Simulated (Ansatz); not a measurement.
I need a ranking of conformers of C3H6NS (charge -1), SMILES N=CCC[S-]. Use the Python package of Ansatz (0.2.0). Level of theory (for the species named): PBE0, 6-31G* basis, multiplicity 1.

The script, `c3h6ns.py`:
```python
import ansatz as az
from rdkit import Chem
from rdkit.Chem import AllChem

rd = Chem.AddHs(Chem.MolFromSmiles('N=CCC[S-]'))
ids = list(AllChem.EmbedMultipleConfs(rd, numConfs=20, randomSeed=739, pruneRmsThresh=0.4))
field = [energy for _, energy in AllChem.MMFFOptimizeMoleculeConfs(rd)]
distinct = {round(e, 2): i for i, e in zip(ids, field)}
chosen = sorted(distinct.items())[:3]
found = []
for force_field, index in chosen:
    c3h6ns = az.Crystal.molecule()
    for atom, xyz in zip(rd.GetAtoms(), rd.GetConformer(index).GetPositions()):
        c3h6ns = c3h6ns.atom(atom.GetSymbol(), xyz.round(5).tolist())
    job = (
        c3h6ns.calculation()
        .basis(gaussian='6-31G*')
        .functional('pbe0')
        .charge(-1)
    )
    found.append(job.run().report['free_energy_ev'])
print('conformer   MMFF (kcal/mol)   this level (kJ/mol)')
for (force_field, index), e in zip(chosen, found):
    print(f'{index:9d} {force_field - chosen[0][0]:17.2f} {96.485332 * (e - min(found)):17.3f}')
```

```console
$ python c3h6ns.py
conformer   MMFF (kcal/mol)   this level (kJ/mol)
        3              0.00             0.363
        5              0.63             0.000
        0              0.91             2.145
```

The conformers keep their force-field geometries. Anions want diffuse functions, which this basis lacks. Hardware and time: 10 s on 1 thread of Arm Neoverse V1, with other jobs on the host, peak memory 0.29 GiB.
